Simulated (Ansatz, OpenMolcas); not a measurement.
**P2 (diphosphorus): the vertical ionisation energy, rung by rung**

P2 has 2 atoms, charge 0, and is taken as a singlet. As SMILES, `P#P`. Geometry: the measured bond length.

```tsv
atom	x (Å)	y (Å)	z (Å)
P	0.0000	0.0000	0.0000
P	0.0000	0.0000	1.8934
```

Quantity: the vertical ionisation energy, in eV. The values are calculated.

Measured value to compare with: NIST CCCBDB gives the vertical ionisation energy of the gas as 10.62 eV.

```csv
level,kind,program,value (eV),computed − measured
TPSS/def2-TZVPPD,meta-GGA,OpenMolcas,10.49,-0.13
BHLYP/def2-TZVPPD,global hybrid,Ansatz,10.19,-0.43
r2SCAN0/def2-TZVPPD,hybrid meta-GGA,Ansatz,10.44,-0.18
CAM-B3LYP/def2-TZVPPD,range-separated hybrid,Ansatz,10.37,-0.25
HSE06/def2-TZVPPD,range-separated hybrid,Ansatz,10.44,-0.18
PBE-QIDH/def2-TZVPPD,double hybrid,Ansatz,10.59,-0.03
RPA@PBE0/def2-TZVPPD,RPA,Ansatz,10.53,-0.09
BCCD(T)/def2-TZVPPD,coupled cluster or CI,Ansatz,10.54,-0.08
"FCI/STO-3G, open shells restricted",exact in the basis,OpenMolcas,6.10,-4.52
```

Nearest: PBE-QIDH/def2-TZVPPD (-0.03 eV); farthest: FCI/STO-3G, open shells restricted (-4.52 eV). Computed less measured by kind, in eV (of the ab initio rows, those in def2-TZVPPD): meta-GGA -0.13; global hybrid -0.43 to -0.18; range-separated hybrid -0.25 to -0.18; double hybrid -0.03; RPA -0.09; coupled cluster or CI -0.08. Spin contamination of the reference (⟨S²⟩ at least 0.1 too high) touches BCCD(T)/def2-TZVPPD. High-level rows in very small sets aren't better than simpler rows in larger ones.
